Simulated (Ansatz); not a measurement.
# H₃SO₂+ (SMILES OS[OH2+]): functionals against CCSD(T) at one geometry

How do the functionals fare away from a minimum? The structure is a structure displaced at random from a GFN2-xTB minimum.

Method: single points in def2-TZVPP; program: Ansatz 0.2.0, Gaussian basis.

Correlated methods freeze the cores. B3LYP uses VWN-RPA correlation.

### 1 The starting structure

SMILES `OS[OH2+]`, 6 atoms, charge 1, spin multiplicity 1.

Atoms are counted from 1 here; the program's logs count them from 0.

Bond lengths: O1–S2 1.562 Å, O1–H4 0.988 Å, S2–O3 1.902 Å, O3–H5 1.065 Å, O3–H6 0.969 Å. Angles: S2–O1–H4 115.4°, O1–S2–O3 106.3°, S2–O3–H5 111.4°, S2–O3–H6 119.9°, H5–O3–H6 119.2°.

Geometry (Å):

```xyz
6
charge 1, multiplicity 1
O    -1.21860   -1.05730    0.07040
S    -0.96990    0.39020   -0.46160
O     0.77010    0.88470    0.12730
H    -0.85190   -1.78410   -0.49010
H     0.78350    1.08320    1.17320
H     1.55130    0.49090   -0.28900
```

### 2 CCSD(T)/def2-TZVPP

run/in.yaml

```yaml
crystal:
  periodic: [false, false, false]
  atoms:
    - {symbol: O, position_ang: [-1.218600, -1.057300, 0.070400]}
    - {symbol: S, position_ang: [-0.969900, 0.390200, -0.461600]}
    - {symbol: O, position_ang: [0.770100, 0.884700, 0.127300]}
    - {symbol: H, position_ang: [-0.851900, -1.784100, -0.490100]}
    - {symbol: H, position_ang: [0.783500, 1.083200, 1.173200]}
    - {symbol: H, position_ang: [1.551300, 0.490900, -0.289000]}
basis:
  gaussian: {orbitals: def2-TZVPP}
total_charge: 1
correlation: {method: ccsd_t}
output: {forces: true}
```

No record of the launch command was kept for these runs.

### 3 PBE0-D4/def2-TZVPP

Changes to run/in.yaml since step 2:

```diff
@@ -12,3 +12,3 @@
 total_charge: 1
-correlation: {method: ccsd_t}
-output: {forces: true}
+hamiltonian: {xc: pbe0, dispersion: d4}
+output: {forces: true, orbitals: {seedname: orbitals}}
```

### 4 wB97M-V/def2-TZVPP

Changes to run/in.yaml since step 3:

```diff
@@ -12,3 +12,3 @@
 total_charge: 1
-hamiltonian: {xc: pbe0, dispersion: d4}
-output: {forces: true, orbitals: {seedname: orbitals}}
+hamiltonian: {xc: {name: wB97M-V}}
+output: {forces: true}
```

### 5 r2SCAN-D4/def2-TZVPP

Changes to run/in.yaml since step 4:

```diff
@@ -12,3 +12,3 @@
 total_charge: 1
-hamiltonian: {xc: {name: wB97M-V}}
+hamiltonian: {xc: r2scan, dispersion: d4}
 output: {forces: true}
```

### 6 PBE-D4/def2-TZVPP

Changes to run/in.yaml since step 5:

```diff
@@ -12,3 +12,3 @@
 total_charge: 1
-hamiltonian: {xc: r2scan, dispersion: d4}
+hamiltonian: {xc: pbe, dispersion: d4}
 output: {forces: true}
```

### 7 B3LYP-D4/def2-TZVPP

Changes to run/in.yaml since step 6:

```diff
@@ -12,3 +12,3 @@
 total_charge: 1
-hamiltonian: {xc: pbe, dispersion: d4}
+hamiltonian: {xc: {name: B3LYP}, dispersion: d4}
 output: {forces: true}
```

### 8 BHLYP-D4/def2-TZVPP

Changes to run/in.yaml since step 7:

```diff
@@ -12,3 +12,3 @@
 total_charge: 1
-hamiltonian: {xc: {name: B3LYP}, dispersion: d4}
+hamiltonian: {xc: {name: BHLYP}, dispersion: d4}
 output: {forces: true}
```

(Steps that only read results are left out.)

Before running it: what results should come out? Wanted: energy less free atoms, CCSD(T)/def2-TZVPP; RMS force component; RMS force error; HOMO and LUMO, PBE0-D4; T1 diagnostic.

The runs gave:

| quantity | value |
| --- | --- |
| energy less free atoms, CCSD(T)/def2-TZVPP | -9.249 eV |
| RMS force component | 1.151 to 1.312 eV/Å over the methods |
| RMS force error | PBE0-D4 0.159, wB97M-V 0.130, r2SCAN-D4 0.071, PBE-D4 0.271, B3LYP-D4 0.092, BHLYP-D4 0.369 eV/Å |
| HOMO and LUMO, PBE0-D4 | -13.28 and -8.47 eV |
| T1 diagnostic | 0.016 |

Against CCSD(T) the functionals' energies less atoms differ by -1.500 to +0.698 eV, PBE-D4 by -1.500 eV. CCSD(T) in triple zeta still lacks some correlation energy of the bonds, so part of these gaps is its own basis error and they don't rank the functionals. The forces of r2SCAN-D4 come nearest to CCSD(T), those of BHLYP-D4 are farthest. Frozen-core CCSD(T) forces in triple zeta carry basis errors of their own, and this is one geometry, so small gaps rank nothing.
